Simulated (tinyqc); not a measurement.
Stretching all distances: RHF, UHF, MP2, CISD and CCSD against full CI in the sto-6g basis, for LiH, spin multiplicity 1. Computed by the program tinyqc with PySCF. All coordinates are multiplied by the scale. c0^2 is the weight of the RHF determinant in the lowest singlet FCI state (UHF is spin-contaminated and may lie near states of higher spin) and n(LUMO) the first natural occupation beyond the occupied space.

Geometry (angstrom):

| atom | x | y | z |
|---|---|---|---|
| Li | 0.0000 | 0.0000 | 0.0000 |
| H | 0.0000 | 0.0000 | 1.5550 |

Full CI energy (hartree) and errors against it (kcal/mol):

| scale | distance 1-2 (angstrom) | E(FCI) | RHF | UHF | MP2 | CISD | CCSD | <S^2> UHF | c0^2 | n(LUMO) |
|---|---|---|---|---|---|---|---|---|---|---|
| 0.9800 | 1.5239 | -7.972723 | 12.1199 | 12.1199 | 4.3630 | 0.0075 | 0.0058 | 0.0000 | 0.9771 | 0.0377 |
| 1.1500 | 1.7882 | -7.964840 | 15.1727 | 15.1727 | 5.9471 | 0.0100 | 0.0078 | 0.0000 | 0.9658 | 0.0579 |
| 1.3200 | 2.0526 | -7.946449 | 19.9986 | 19.9886 | 8.5267 | 0.0142 | 0.0112 | 0.0326 | 0.9440 | 0.0950 |
| 1.6500 | 2.5657 | -7.908305 | 35.5350 | 14.6095 | 17.1140 | 0.0311 | 0.0264 | 0.7961 | 0.8480 | 0.2502 |
| 1.8200 | 2.8301 | -7.894095 | 46.8981 | 9.4335 | 23.2112 | 0.0448 | 0.0397 | 0.8934 | 0.7698 | 0.3782 |
| 1.9900 | 3.0945 | -7.884628 | 59.7148 | 5.6592 | 29.3384 | 0.0590 | 0.0532 | 0.9424 | 0.6924 | 0.5147 |
| 2.1600 | 3.3588 | -7.878867 | 72.7302 | 3.3015 | 34.1044 | 0.0708 | 0.0638 | 0.9685 | 0.6320 | 0.6352 |

Estimate the missing row, scale = 1.49.

Computed row:
```
scale   distance 1-2 (angstrom)     E(FCI)      RHF      UHF      MP2    CISD    CCSD  <S^2> UHF    c0^2  n(LUMO)
1.4900                   2.3169  -7.925759  26.8963  19.4349  12.3206  0.0211  0.0172     0.5994  0.9053   0.1585
```

UHF parts from RHF first at scale 1.32 of those listed, where <S^2> leaves zero. The weight c0^2 goes from 0.98 to 0.63 and n(LUMO) from 0.04 to 0.64: static correlation grows as the bonds break into open-shell fragments. The spread of the error along the curve, which distorts its shape, is CCSD 0.1, CISD 0.1, UHF 16.7, MP2 29.7, RHF 60.6 kcal/mol.
